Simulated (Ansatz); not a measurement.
A geometry relaxed with r2SCAN-D4/def2-TZVP run with Ansatz (a first-principles code), charge 0, multiplicity 1:

```xyz
5

H     -0.3370     0.5968     1.3151
H     -0.9993    -1.0414    -0.3409
H     -0.0128     1.0568    -1.0403
Si     0.0000     0.0000     0.0000
H      1.3491    -0.6123     0.0661
```

Problem. Write the SMILES of this molecule.

Solution. `[SiH4]`
